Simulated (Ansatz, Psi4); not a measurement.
Atomisation energy: 5 cases among organics with sulfur, in kcal/mol, species as SMILES. Set-up: atomisation electronic, to ground-state atoms; 6-311+G** with 5d, 6d on Na to Ar in Ansatz (a program for electronic structure); frozen cores in correlated levels; non-relativistic; spin-orbit terms left out; dispersion terms only where a functional's name holds one; 6-31G* and kin with 6d, 5d where marked; open shells spin-unrestricted. Basis-set limits of correlation are two-point, X^-3; Hartree-Fock from the larger set. The bracket is a focal-point correction in the basis named. Ab initio and DFT rows: single points at B3LYP-D3(BJ) geometries (Ansatz).

Coupled cluster (Ansatz) is a level with limits of its own, used here on species with T1 under 0.025 (0.045 for open shells) and stable references: (a) RI-MP2/CBS(aug-cc-pV(T+d)Z,aug-cc-pV(Q+d)Z)+[CCSD(T)-MP2]/aug-cc-pV(T+d)Z; (b) RI-MP2/CBS(cc-pV(T+d)Z,cc-pV(Q+d)Z)+[CCSD(T)-MP2]/cc-pV(T+d)Z; (c) CCSD(T)/CBS(cc-pV(T+d)Z,cc-pV(Q+d)Z).

```
species                          atoms  coupled cluster  difference of HF/6-31G* (Ansatz)  difference of B3LYP/STO-3G (Ansatz)  difference of B3LYP/6-31+G* (Ansatz)  difference of wB97X-D/6-311+G** (Psi4)  difference of r2SCAN-D4/def2-TZVPD (Ansatz + dftd4)  difference of B3LYP/def2-TZVPD (Ansatz)
-------------------------------  -----  ---------------  --------------------------------  -----------------------------------  ------------------------------------  --------------------------------------  ---------------------------------------------------  ---------------------------------------
CS (CH4S) [methanethiol]             6        474.5 (c)                            -129.2                                 97.6                                  -9.0                                    -5.4                                                 -0.5                                     -3.4
C1CS1                                7        625.1 (b)                            -175.9                                111.6                                 -12.2                                    -6.5                                                  2.8                                     -6.2
C(S)C [ethanethiol]                  9        769.8 (a)                            -199.9                                153.0                                 -13.2                                    -7.3                                                 -0.5                                     -6.7
CSC                                  9        768.7 (a)                            -198.9                                161.0                                 -11.6                                    -8.0                                                  0.0                                     -6.4
CS(C)=O [methylsulfinylmethane]     10        855.9 (b)                            -275.1                                 65.3                                 -27.4                                   -24.8                                                  3.8                                     -9.2
```

| level | cases | mean signed difference | mean absolute difference | median absolute difference | largest absolute difference |
|---|---|---|---|---|---|
| HF/6-31G* (Ansatz) | 5 | -195.80 | 195.80 | 198.90 | 275.1 |
| B3LYP/STO-3G (Ansatz) | 5 | 117.70 | 117.70 | 111.60 | 161.0 |
| B3LYP/6-31+G* (Ansatz) | 5 | -14.68 | 14.68 | 12.20 | 27.4 |
| wB97X-D/6-311+G** (Psi4) | 5 | -10.40 | 10.40 | 7.30 | 24.8 |
| r2SCAN-D4/def2-TZVPD (Ansatz + dftd4) | 5 | 1.12 | 1.52 | 0.50 | 3.8 |
| B3LYP/def2-TZVPD (Ansatz) | 5 | -6.38 | 6.38 | 6.40 | 9.2 |

HF/6-31G* lies above in 0 of 5 cases and within 2 kcal/mol in 0; mean signed difference -195.80 kcal/mol, mean absolute 195.80 kcal/mol (152.55 over the 2 cases of up to 7 atoms, 224.63 over the larger). These figures hold for the species listed. A straight line through its differences against the number of atoms has a slope of -29.53 kcal/mol an atom.

How the rows were picked: cases drawn at random among the computed members of the class with clean coupled-cluster diagnostics. The batch they came from held 6 cases of this property in the class: 0 with a tabulated value, 5 with clean coupled cluster alone, 1 with neither, which enter no statistics. The levels are drawn from those run on every case listed, the commonest habits more often. No case is left out for the size of its miss. Left out are saddle points of the reference geometry, anions that the best level run finds unbound, excited spin states, species near biochemistry, 298 K rows of species without real B3LYP wavenumbers, cases with under five habitual levels, runs that failed or that the program found above a lower state of the same kind, table entries that another table contradicts, and a share of species set aside by lot.
